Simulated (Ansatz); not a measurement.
Process, species as SMILES: [OH] (OH) → H atom + O atom
B3LYP-D3(BJ)/def2-TZVP geometries, fixed; electronic energies without zero-point terms.

Energies in hartree at MP2 with Ansatz (a program for electronic structure); the atomisation energy is their sum with the coefficients shown, times 627.509 kcal/mol a hartree. All functions are spherical. Cores are frozen. Open shells are unrestricted. No added dispersion term, no relativity.

| species | coefficient | part | aug-cc-pVDZ | aug-cc-pVTZ | aug-cc-pVQZ |
|---|---|---|---|---|---|
| [OH] (OH) | -1 | Hartree-Fock | -75.40341 | -75.42135 | -75.42633 |
| [OH] (OH) | -1 | correlation | -0.16216 | -0.20494 | -0.22022 |
| H atom | +1 | Hartree-Fock | -0.49933 | -0.49982 | -0.49995 |
| O atom | +1 | Hartree-Fock | -74.79660 | -74.81298 | -74.81763 |
| O atom | +1 | correlation | -0.11037 | -0.14631 | -0.15908 |

Q: Predict the atomisation energy in aug-cc-pV5Z (X = 5): let each Hartree-Fock step shrink by the ratio of the last two, and fit each correlation energy at X = 3 and 4 to E + A/X^3. Compare with the run.

A: 
- [OH] (OH): steps -0.01794 and -0.00498, ratio 0.278, so Hartree-Fock -75.42771 (run: -75.42758); A = (-0.20494 - (-0.22022))/(1/27 - 1/64) = 0.7136, correlation -0.22022 - A/64 + A/125 = -0.22566 (run: -0.22647).
- H atom: steps -0.00049 and -0.00013, ratio 0.265, so Hartree-Fock -0.49998 (run: -0.49999).
- O atom: steps -0.01638 and -0.00465, ratio 0.284, so Hartree-Fock -74.81895 (run: -74.81884); A = (-0.14631 - (-0.15908))/(1/27 - 1/64) = 0.5964, correlation -0.15908 - A/64 + A/125 = -0.16363 (run: -0.16449).
Predicted 107.18 kcal/mol; the run in aug-cc-pV5Z gives 107.13, a miss of 0.05. Keeping the value in aug-cc-pVQZ, 106.61, would miss by -0.53. All sums are of the energies as printed.
